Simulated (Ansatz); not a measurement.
**CH4Si (triplet): from Hartree-Fock to the top rungs at distance C1–H5 along a hydrogen transfer = 1.305 Å, cc-pVDZ**

Aim: climb from Hartree-Fock through coupled cluster and multireference methods for CH4Si (triplet) at one geometry and basis, and see what each rung misses.

The runs use Ansatz 0.2.0, Gaussian basis; cc-pVDZ, core rule «outside noble gas», up to 6 orbitals frozen.

To be run: UHF; CCSD(T) on ROHF; CCSD(T) on UHF; BCCD(T) on ROHF; CISD; CCSDT(Q) on ROHF; CCSDT(Q) on UHF; CASSCF and MRCISD+Q, 4 electrons in 4 orbitals; CASSCF and NEVPT2, 4 electrons in 4 orbitals.

7 further runs of the same task are left out: 1 for a mislabelled method, 4 that didn't finish, 2 set aside as unsound or not needed.

### Step 1. What is computed

The geometry derives from fragments relaxed apart (PBE0/def2-TZVP) and kept rigid, so it is no stationary point. A hydrogen atom is moved between rigid fragments.

6 atoms, charge 0, spin multiplicity 3.

Atoms are counted from 1 here; the program's logs count them from 0.

Bond lengths: C1–H2 1.090 Å, C1–H3 1.090 Å, C1–H4 1.090 Å, C1–H5 1.305 Å, H5–Si6 1.601 Å. Angles: H2–C1–H3 109.5°, H2–C1–H4 109.5°, H2–C1–H5 109.5°, H3–C1–H4 109.5°, H3–C1–H5 109.5°, H4–C1–H5 109.5°, C1–H5–Si6 180.0°.

As a file:

```
atom    x (Å)    y (Å)    z (Å)
  C1  -1.8545   0.0000   0.0000
  H2  -2.2177   1.0273   0.0000
  H3  -2.2177  -0.5137   0.8897
  H4  -2.2177  -0.5137  -0.8897
  H5  -0.5495   0.0000   0.0000
 Si6   1.0515   0.0000   0.0000
```

### Step 2. UHF

Contents of in.yaml:

```yaml
crystal:
  periodic: [false, false, false]
  atoms:
    - {symbol: C, position_ang: [-1.854460, 0.000000, 0.000000]}
    - {symbol: H, position_ang: [-2.217666, 1.027301, 0.000000]}
    - {symbol: H, position_ang: [-2.217666, -0.513650, 0.889668]}
    - {symbol: H, position_ang: [-2.217666, -0.513650, -0.889669]}
    - {symbol: H, position_ang: [-0.549460, 0.000000, 0.000000]}
    - {symbol: Si, position_ang: [1.051540, 0.000000, 0.000000]}
basis:
  gaussian: {orbitals: cc-pVDZ}
magnetization: {spin_polarized: true, initial_magnetization: 2}
hamiltonian: {xc: hf}
output: {orbitals: {seedname: orbitals}}
```

Run with:

```
> ansatz run in.yaml --threads 1 --pin off --events-out ev --progress --plain --max-ram 2393MiB
```

After this run come: CCSD(T) on ROHF; CCSD(T) on UHF; BCCD(T) on ROHF; CISD; CCSDT(Q) on ROHF; CCSDT(Q) on UHF; CASSCF and MRCISD+Q, 4 electrons in 4 orbitals; CASSCF and NEVPT2, 4 electrons in 4 orbitals.

Before running them: what should the planned runs give, taken together? Wanted: UCCSDT(Q) below the RHF energy; RMP2 from UCCSDT(Q); UMP2 from UCCSDT(Q); RCCSD from UCCSDT(Q); RCCSD(T) from UCCSDT(Q); UCCSD(T) from UCCSDT(Q); RCCSDT(Q) from UCCSDT(Q); NEVPT2 pair from UCCSDT(Q); MRCISD+Q pair from UCCSDT(Q).

As calculated:

```
                         quantity                                                   value
   UCCSDT(Q) below the RHF energy                                              -7.4537 eV
              RMP2 from UCCSDT(Q)                                           +130.0 kJ/mol
              UMP2 from UCCSDT(Q)                                           +130.5 kJ/mol
             RCCSD from UCCSDT(Q)                                            +23.0 kJ/mol
          RCCSD(T) from UCCSDT(Q)                                             +3.7 kJ/mol
          UCCSD(T) from UCCSDT(Q)                                             +3.7 kJ/mol
         RCCSDT(Q) from UCCSDT(Q)                                              0.0 kJ/mol
       NEVPT2 pair from UCCSDT(Q)                                           +133.0 kJ/mol
     MRCISD+Q pair from UCCSDT(Q)                                             +5.4 kJ/mol
levels within 1 kcal/mol (43 meV)  RCCSD(T), UCCSD(T), BCCD(T), RCCSDT, UCCSDT, RCCSDT(Q)
                    T1 diagnostic                                                   0.019
```

**Reading.** RCCSD(T) misses by +3.7 kJ/mol, 0.5 % of the correlation energy. Of the multireference levels listed MRCISD+Q pair comes nearest in total energy (+5.4 kJ/mol), which doesn't show that its space is the better one. These misses are within one basis, not against nature; the frozen cores of restricted and unrestricted runs differ, which can shift their rows.
